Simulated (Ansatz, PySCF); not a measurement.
Potential energy curve for S2, triplet.

UKS-PBE = unrestricted PBE/cc-pVDZ (Ansatz, a quantum-chemistry and plane-wave program); UKS-CAM-B3LYP = unrestricted CAM-B3LYP/cc-pVDZ (PySCF); UCCSD(T) = CCSD(T) on UHF/cc-pVDZ, 10 core orbitals frozen (PySCF 2.14.0).

Energies relative to the lowest point of each curve near equilibrium, in eV; the last columns give the difference from UCCSD(T):

| R / Å | UKS-PBE | UKS-CAM-B3LYP | UCCSD(T) | UKS-PBE − UCCSD(T) | UKS-CAM-B3LYP − UCCSD(T) |
|---|---|---|---|---|---|
| 1.53 | 4.971 | 4.678 | 5.098 | -0.128 | -0.420 |
| 1.62 | 2.541 | 2.300 | 2.596 | -0.054 | -0.296 |
| 1.68 | 1.500 | 1.297 | 1.525 | -0.025 | -0.228 |
| 1.78 | 0.476 | 0.346 | 0.477 | -0.001 | -0.130 |
| 1.84 | 0.169 | 0.087 | 0.166 | 0.003 | -0.079 |
| 1.89 | 0.040 | 0.000 | 0.037 | 0.003 | -0.037 |
| 1.94 | 0.000 | 0.004 | 0.000 | 0.000 | 0.004 |
| 2.00 | 0.044 | 0.102 | 0.057 | -0.013 | 0.046 |
| 2.08 | 0.215 | 0.349 | 0.253 | -0.038 | 0.096 |
| 2.16 | 0.473 | 0.686 | 0.533 | -0.059 | 0.153 |
| 2.35 | 1.258 | 1.662 | 1.352 | -0.094 | 0.310 |

UKS-PBE is furthest from UCCSD(T) at 1.53 (-0.128 eV, below); its mean absolute difference over the points is 0.038 eV.

UKS-CAM-B3LYP is furthest from UCCSD(T) at 1.53 (-0.420 eV, below); its mean absolute difference over the points is 0.164 eV.

The scan ran from 1.53 to 7.49 Å; beyond the distances shown one of the unrestricted levels run for this scan, shown here or not, changes its spin distribution in one step.
